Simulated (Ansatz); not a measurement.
Born–Oppenheimer molecular dynamics of H9NSi2 (12 atoms, charge 0, multiplicity 1). It starts at the highest image of a converged band. Of that band: Neighbouring images differ by up to 1.7 eV, so the band resolves the path poorly. A vibrational analysis at the climbing image gives one clearly imaginary mode, 1436i cm⁻¹: a first-order saddle point.

All numbers below come from RKS PBE0-D4/6-31G* in Ansatz 0.2.0.

```json
{"ensemble": "NVE (velocity Verlet)", "time step": "0.5 fs", "steps asked": "200", "starting velocities drawn for": "100 K", "seed": "11636"}
```

Frames 2.5 fs apart, positions in Å, forces in eV/Å.

Velocities at 30 fs (Å/ps):

```
Si 7.60 0.52 -3.69
H 8.36 -4.94 -1.27
H -4.97 -3.18 -37.53
H -17.45 -16.45 29.45
H 2.33 45.64 -10.77
N -9.09 -10.18 10.59
H -13.19 35.25 -5.81
Si -0.97 2.99 -1.03
H -3.91 4.53 3.27
H 10.05 -4.01 0.00
H -10.85 5.91 4.04
H -28.81 -18.87 3.23
```

```xyz
12
Properties=species:S:1:pos:R:3:forces:R:3 time_fs=30 energy_less_start_eV=-0.634 T=591
Si -0.282 0.086 -0.070 1.03 0.31 -0.44
H 0.392 -1.099 0.784 -0.77 0.88 -0.63
H 0.831 1.113 -0.021 0.05 -0.21 0.29
H -1.375 1.117 -0.345 0.20 0.31 -0.40
H -0.166 -0.356 -1.512 -0.04 -0.46 0.27
N -1.966 -0.213 1.210 -0.75 -1.23 0.96
H -2.707 -0.459 0.536 0.29 0.22 0.26
Si -2.389 1.274 2.129 0.13 0.27 0.14
H -3.385 0.865 3.159 -0.08 0.12 -0.08
H -1.169 1.759 2.833 -0.03 -0.15 -0.12
H -2.888 2.319 1.212 -0.16 -0.03 0.04
H -1.943 -0.987 1.893 0.12 -0.02 -0.28
12
Properties=species:S:1:pos:R:3:forces:R:3 time_fs=32.5 energy_less_start_eV=-0.604 T=567
Si -0.263 0.088 -0.080 0.35 0.37 -0.39
H 0.390 -1.084 0.761 -0.66 0.79 -0.61
H 0.824 1.103 -0.104 0.40 0.15 0.44
H -1.410 1.085 -0.284 0.45 0.34 -0.43
H -0.161 -0.259 -1.533 -0.07 -0.72 0.02
N -1.990 -0.241 1.239 -0.77 -0.57 0.73
H -2.729 -0.368 0.531 0.34 -0.25 0.32
Si -2.391 1.281 2.126 0.32 -0.06 0.43
H -3.396 0.881 3.164 0.04 0.20 -0.13
H -1.147 1.745 2.828 -0.24 -0.10 -0.21
H -2.919 2.332 1.223 -0.06 -0.12 0.04
H -2.014 -1.034 1.893 -0.12 -0.03 -0.21
12
Properties=species:S:1:pos:R:3:forces:R:3 time_fs=35 energy_less_start_eV=-0.621 T=580
Si -0.242 0.090 -0.090 -0.32 1.26 -0.99
H 0.351 -1.026 0.705 -0.15 -0.07 -0.01
H 0.839 1.100 -0.162 0.49 0.27 0.49
H -1.419 1.074 -0.248 0.62 0.25 -0.31
H -0.161 -0.203 -1.552 -0.10 -0.81 -0.08
N -2.018 -0.271 1.270 -0.50 0.32 0.57
H -2.733 -0.292 0.543 0.02 -0.66 -0.02
Si -2.393 1.289 2.125 0.31 -0.53 0.53
H -3.405 0.909 3.162 0.05 0.23 -0.05
H -1.138 1.725 2.811 -0.18 0.05 -0.15
H -2.953 2.337 1.237 0.04 -0.16 -0.01
H -2.092 -1.084 1.881 -0.30 -0.14 0.04
12
Properties=species:S:1:pos:R:3:forces:R:3 time_fs=37.5 energy_less_start_eV=-0.603 T=567
Si -0.222 0.096 -0.103 -0.55 2.60 -2.03
H 0.303 -0.975 0.649 0.49 -1.31 0.90
H 0.882 1.111 -0.191 0.22 0.00 0.48
H -1.391 1.078 -0.230 0.52 0.17 -0.11
H -0.166 -0.196 -1.575 -0.11 -0.73 0.05
N -2.047 -0.300 1.304 -0.52 0.63 0.37
H -2.735 -0.255 0.555 -0.08 -0.80 -0.18
Si -2.394 1.295 2.125 0.11 -1.04 0.48
H -3.412 0.949 3.157 -0.01 0.20 0.12
H -1.139 1.709 2.785 0.08 0.23 -0.01
H -2.985 2.334 1.250 0.12 -0.12 -0.13
H -2.187 -1.139 1.870 -0.28 0.16 0.06
12
Properties=species:S:1:pos:R:3:forces:R:3 time_fs=40 energy_less_start_eV=-0.730 T=665
Si -0.203 0.106 -0.120 0.32 2.15 -1.97
H 0.281 -0.994 0.641 0.35 -0.99 0.74
H 0.938 1.122 -0.191 -0.11 -0.34 0.39
H -1.334 1.093 -0.219 0.14 0.20 0.10
H -0.178 -0.232 -1.594 -0.10 -0.53 0.25
N -2.080 -0.326 1.339 -0.92 0.62 -0.10
H -2.740 -0.264 0.558 0.12 -0.66 -0.01
Si -2.394 1.299 2.125 -0.14 -1.41 0.43
H -3.418 1.002 3.159 -0.02 0.17 0.26
H -1.136 1.706 2.759 0.24 0.32 0.07
H -3.010 2.324 1.254 0.18 -0.07 -0.25
H -2.297 -1.185 1.863 -0.06 0.56 0.10
12
Properties=species:S:1:pos:R:3:forces:R:3 time_fs=42.5 energy_less_start_eV=-0.892 T=790
Si -0.183 0.121 -0.141 1.43 0.25 -0.94
H 0.279 -1.066 0.674 -0.21 0.47 -0.19
H 0.989 1.113 -0.169 -0.22 -0.48 0.23
H -1.270 1.120 -0.203 -0.30 0.28 0.22
H -0.196 -0.299 -1.599 -0.08 -0.27 0.35
N -2.116 -0.350 1.375 -1.11 0.82 -0.53
H -2.738 -0.311 0.559 0.20 -0.31 0.00
Si -2.395 1.300 2.127 -0.28 -1.53 0.48
H -3.426 1.065 3.176 0.08 0.15 0.25
H -1.119 1.721 2.736 0.10 0.24 -0.03
H -3.024 2.309 1.244 0.23 -0.07 -0.29
H -2.411 -1.200 1.863 0.15 0.45 0.44
12
Properties=species:S:1:pos:R:3:forces:R:3 time_fs=45 energy_less_start_eV=-0.967 T=848
Si -0.160 0.137 -0.164 1.59 -0.94 -0.14
H 0.265 -1.113 0.699 -0.45 1.24 -0.64
H 1.028 1.077 -0.133 -0.04 -0.32 0.01
H -1.221 1.162 -0.173 -0.38 0.12 0.25
H -0.218 -0.383 -1.584 -0.06 0.00 0.27
N -2.157 -0.370 1.407 -1.00 1.02 -0.52
H -2.725 -0.378 0.559 0.12 0.04 -0.17
Si -2.397 1.298 2.130 -0.34 -1.39 0.48
H -3.428 1.137 3.207 0.25 0.11 0.11
H -1.097 1.750 2.711 -0.17 0.07 -0.17
H -3.025 2.290 1.218 0.27 -0.11 -0.21
H -2.517 -1.188 1.890 0.20 0.18 0.73
12
Properties=species:S:1:pos:R:3:forces:R:3 time_fs=47.5 energy_less_start_eV=-1.114 T=962
Si -0.134 0.150 -0.188 0.93 -1.02 0.22
H 0.226 -1.091 0.688 -0.40 1.13 -0.47
H 1.066 1.023 -0.097 0.30 0.00 -0.21
H -1.193 1.210 -0.129 -0.07 -0.30 0.16
H -0.244 -0.466 -1.554 -0.03 0.24 0.03
N -2.202 -0.386 1.438 -1.02 0.79 -0.13
H -2.704 -0.442 0.550 0.11 0.19 -0.02
Si -2.399 1.293 2.133 -0.39 -1.13 0.26
H -3.416 1.215 3.245 0.34 0.02 -0.03
H -1.085 1.783 2.677 -0.30 -0.08 -0.21
H -3.010 2.264 1.179 0.24 -0.13 -0.08
H -2.611 -1.164 1.957 0.28 0.31 0.47
12
Properties=species:S:1:pos:R:3:forces:R:3 time_fs=50 energy_less_start_eV=-1.250 T=1067
Si -0.106 0.162 -0.211 0.24 -0.07 -0.04
H 0.163 -1.006 0.653 -0.17 0.12 0.36
H 1.121 0.968 -0.072 0.44 0.19 -0.40
H -1.169 1.241 -0.077 0.25 -0.60 -0.01
H -0.272 -0.536 -1.522 0.00 0.40 -0.23
N -2.251 -0.398 1.468 -0.97 0.67 0.41
H -2.677 -0.497 0.542 0.05 0.15 0.34
Si -2.402 1.286 2.138 -0.42 -0.88 -0.15
H -3.385 1.294 3.281 0.28 -0.09 -0.09
H -1.089 1.811 2.630 -0.15 -0.14 -0.12
H -2.981 2.231 1.135 0.14 -0.10 0.03
H -2.688 -1.122 2.051 0.29 0.36 -0.08
12
Properties=species:S:1:pos:R:3:forces:R:3 time_fs=52.5 energy_less_start_eV=-1.255 T=1071
Si -0.078 0.174 -0.234 0.25 1.03 -0.67
H 0.091 -0.914 0.641 0.03 -1.08 1.36
H 1.200 0.922 -0.073 0.16 0.09 -0.55
H -1.132 1.238 -0.025 0.26 -0.49 -0.18
H -0.299 -0.582 -1.503 0.06 0.50 -0.34
N -2.305 -0.407 1.500 -0.51 1.08 0.94
H -2.648 -0.543 0.552 -0.18 0.01 0.33
Si -2.406 1.276 2.142 -0.36 -0.67 -0.61
H -3.337 1.367 3.313 0.10 -0.20 -0.04
H -1.101 1.831 2.577 0.15 -0.13 0.02
H -2.944 2.192 1.092 -0.01 -0.02 0.07
H -2.749 -1.061 2.142 0.05 -0.13 -0.32
12
Properties=species:S:1:pos:R:3:forces:R:3 time_fs=55 energy_less_start_eV=-1.326 T=1125
Si -0.048 0.187 -0.258 0.92 0.13 -0.14
H 0.019 -0.878 0.702 0.03 -0.55 0.82
H 1.288 0.881 -0.105 -0.28 -0.11 -0.60
H -1.081 1.207 0.017 -0.07 0.04 -0.25
H -0.323 -0.599 -1.503 0.13 0.53 -0.26
N -2.361 -0.412 1.536 -0.11 1.40 1.32
H -2.629 -0.588 0.580 -0.35 -0.11 0.10
Si -2.411 1.266 2.144 -0.15 -0.36 -0.89
H -3.283 1.429 3.342 -0.08 -0.26 0.00
H -1.105 1.844 2.525 0.32 -0.15 0.10
H -2.907 2.151 1.053 -0.16 0.07 0.09
H -2.808 -1.008 2.215 -0.19 -0.63 -0.30
12
Properties=species:S:1:pos:R:3:forces:R:3 time_fs=57.5 energy_less_start_eV=-1.363 T=1154
Si -0.017 0.201 -0.283 1.19 -1.46 1.01
H -0.050 -0.871 0.807 0.19 0.60 -0.55
H 1.360 0.835 -0.173 -0.48 -0.15 -0.50
H -1.035 1.179 0.044 -0.40 0.58 -0.24
H -0.339 -0.584 -1.519 0.17 0.45 -0.13
N -2.417 -0.411 1.578 -0.26 0.85 1.31
H -2.630 -0.639 0.617 -0.26 -0.03 0.22
Si -2.416 1.254 2.145 0.15 0.15 -0.86
H -3.234 1.476 3.371 -0.17 -0.29 -0.04
H -1.092 1.847 2.478 0.19 -0.26 0.09
H -2.880 2.115 1.020 -0.26 0.13 0.13
H -2.876 -0.990 2.269 -0.08 -0.56 -0.44
```

Of the whole run (100 fs, mean temperature of the second half 1226 K): The conserved energy stayed within 0.058 meV per atom of its start (net change -0.031 meV per atom), so the integration is sound. The kinetic energy rose, since the run started high on the potential surface and went downhill. It ends in pieces (H4Si + H5NSi), so much of that is their flight and rotation, not heat. A run of 0.1 ps of so small a system gives no equilibrium averages. The orbitals stay closed-shell, which can raise the energy where a bond breaks towards radicals; this wasn't checked here.

Run time: 10 min on 1 thread of Arm Neoverse V2 (shared host), peak memory 0.14 GiB.
